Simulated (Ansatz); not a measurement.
## HF ··· CO

The pair of HF (SMILES F, atoms 1–2) and CO (SMILES [C-]#[O+], atoms 3–4), both closed shells, in one local arrangement (a lower one may exist), relaxed at PBE0-D4/def2-TZVP:

```xyz
4
angstrom
F -0.0486 0.2104 -1.9649
H -0.0267 0.1123 -1.0410
C 0.0234 -0.1013 0.9465
O 0.0521 -0.2214 2.0593
```

Computed with Ansatz 0.2.0 (basis: def2-TZVPPD, with def2-QZVPPD for the basis limit); correlated methods freeze the cores. B3LYP uses VWN-RPA correlation. Extrapolation: Hartree–Fock as exp(−7.88 √X), correlation as X^−2.97. Interaction energies count from these two fragments, frozen as in the pair, with the counterpoise correction; negative means bound.

Q: What is the interaction energy by CCSD(T) at an estimated basis limit (MP2 extrapolated from triple and quadruple zeta, plus CCSD(T) − MP2 in triple zeta)? (An estimate is asked for; the value comes from the calculation.)

A: The calculation gives: -15.0 kJ/mol. Hartree–Fock alone gives -6.2 kJ/mol at the basis limit. It counts from the two fragments frozen as in the pair.

The same quantity by other methods in triple zeta, and each one's difference from that estimate:
| method | E_int (kJ/mol) | difference |
| --- | --- | --- |
| PBE-D4 | -20.3 | -5.3 |
| revPBE-D4 | -16.4 | -1.4 |
| BLYP-D4 | -17.1 | -2.2 |
| r2SCAN-D4 | -16.9 | -1.9 |
| B97M-V | -16.2 | -1.3 |
| PBE0-D4 | -18.3 | -3.3 |
| B3LYP-D4 | -17.0 | -2.0 |
| HSE06-D4 | -18.3 | -3.3 |
| wB97X-V | -15.9 | -1.0 |
| wB97M-V | -15.0 | 0.0 |
| B2PLYP | -15.6 | -0.6 |
| HF | -6.3 | 8.7 |
| MP2 | -15.5 | -0.5 |
| CCSD | -12.5 | 2.4 |
| CCSD(T) | -14.0 | 1.0 |
Differences are method less estimate.

Q: Which atoms make the shortest contact between the fragments?

A: H2 and C3, 2.00 Å apart.

Basis-set superposition shift (counterpoise-corrected less uncorrected): CCSD(T) 2.1; MP2 2.2; HF 0.2; PBE0-D4 0.3; wB97M-V 0.3 kJ/mol.

T1 diagnostic: at most 0.020.

For scale, one of the runs: CCSD(T)/def2-TZVPPD, 134 basis functions, launched by `ansatz run in.yaml --threads 2 --pin off --events-out ev --progress --plain --max-ram 5222MiB`. The run took about 4.1 s on 2 CPU threads of an Arm Neoverse V2 (shared host).
